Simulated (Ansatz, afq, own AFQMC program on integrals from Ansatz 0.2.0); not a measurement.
Two steps: Ansatz 0.2.0 writes the Fock matrix and Cholesky factors of the valence space, and afq projects on them the lowest state that overlaps trial and start.

```yaml
crystal:
  periodic: [false, false, false]
  atoms:
    - {symbol: C, position_ang: [0.000000, 0.000000, 0.000000]}
    - {symbol: H, position_ang: [1.887874, 0.024001, -0.000403]}
    - {symbol: H, position_ang: [-0.964723, 1.622938, -0.004840]}
    - {symbol: H, position_ang: [-0.923151, -1.646939, 0.005243]}
basis:
  gaussian: {orbitals: cc-pVDZ}
total_charge: 1
magnetization: {spin_polarized: false}
correlation: {method: ccsd_t, electrons: outside_noble_gas, hamiltonian_folder: ham}
```

```sh
$ ansatz run in.yaml --threads 1 --pin off --events-out ev --progress --plain --max-ram 24576MiB --backend cuda --devices 0, --max-vram 18GiB
```

Options of the walk:

```
--method phaseless --trial cid --walkers 40 --populations 1 --least-time 40 --time-step 0.005 --steps-per-block 5 --equilibration-blocks 120 --max-blocks 2400 --target-error 0.00116 --factor-cut 1e-05 --seed 1004 --taylor-order 6
```

Times are imaginary, in 1/Eh. The walk had a cap of 60 s.

Log:

```
orbitals 28  electrons 3 3  factors 179 of 268
reference energy -38.83301035 Eh
CCSD correlation -0.19210122 Eh in 10 cycles, weight of the determinant in the CISD state 0.8272
energy of the start -39.025328 Eh
 block  time / (1/Eh)  mean weight  energy / Eh
     1     0.025  0.9995  -39.024768
     2     0.050  0.9972  -39.024004
     3     0.075  1.0006  -39.023985
     4     0.100  1.0002  -39.023471
     5     0.125  0.9975  -39.023201
     7     0.175  0.9998  -39.022651
     9     0.225  1.0002  -39.022059
    44     1.100  0.9987  -39.025244
   130     3.250  1.0001  -39.032142
   216     5.400  1.0007  -39.050494
   302     7.550  1.0000  -39.044985
   388     9.700  1.0012  -39.034760
   474    11.850  0.9989  -39.028640
   560    14.000  1.0001  -39.039734
   646    16.150  0.9990  -39.032992
   732    18.300  1.0002  -39.035037
   818    20.450  1.0006  -39.018181
   904    22.600  0.9997  -39.029984
   990    24.750  1.0015  -39.038715
  1076    26.900  1.0004  -39.024708
  1162    29.050  0.9989  -39.042763
  1248    31.200  0.9987  -39.031267
  1334    33.350  0.9985  -39.029604
  1420    35.500  1.0008  -39.042909
  1506    37.650  1.0015  -39.045699
  1592    39.800  1.0001  -39.031468
  1678    41.950  0.9995  -39.057168
blocks merged  error / Eh  count
     1  0.000178  1600
     2  0.000245  800
     4  0.000328  400
     8  0.000437  200
    16  0.000571  100
    32  0.000717  50
    64  0.000869  25
   128  0.000947  12
energy -39.034996 +/- 0.000869 Eh
(rows thinned)
```

The run passed its tests (sampling time, drift between the halves within three errors, error under three times the target), which doesn't prove that it has relaxed.

Against this walk (error 23.6 meV) on the same determinant: CCSD(T) 17.0 meV higher (within the noise), CCSDT(Q) 68.6 meV lower, CCSDTQ 71.3 meV lower, full CI 72.8 meV lower, a separate phaseless walk with a CISD trial and standard settings 23.8 ± 24.5 meV higher (within the noise). The error is statistical and leaves out the bias of the constraint. Full CI is exact here, so the walk's 73 meV above it is the walk's own error: the bias of the constraint with this trial.

Cautions: constraint bias not in the error; restricted determinant unstable towards unrestricted (UHF 897 meV lower, ⟨S²⟩ 1.25); raised T1 diagnostic (T1 0.024, weight of the determinant 0.83, largest double 0.14); the bias of populations of 40 walkers isn't removed.

The walk took 38 s on 1 × NVIDIA H100 80GB HBM3 with 2 threads of AMD EPYC 7R13 Processor (Zen 3), on a shared host (the card was shared). The log's last line is the phaseless energy.

CCSDT and higher add their correlation energy to the determinant of the CCSD(T) run, since their own runs factorise the integrals more tightly (a shift of under 2 meV). A walk keeps the symmetry of its determinant, which the program's search chose and which needn't be the lowest solution, so a lower state of the same spin and another symmetry isn't excluded.
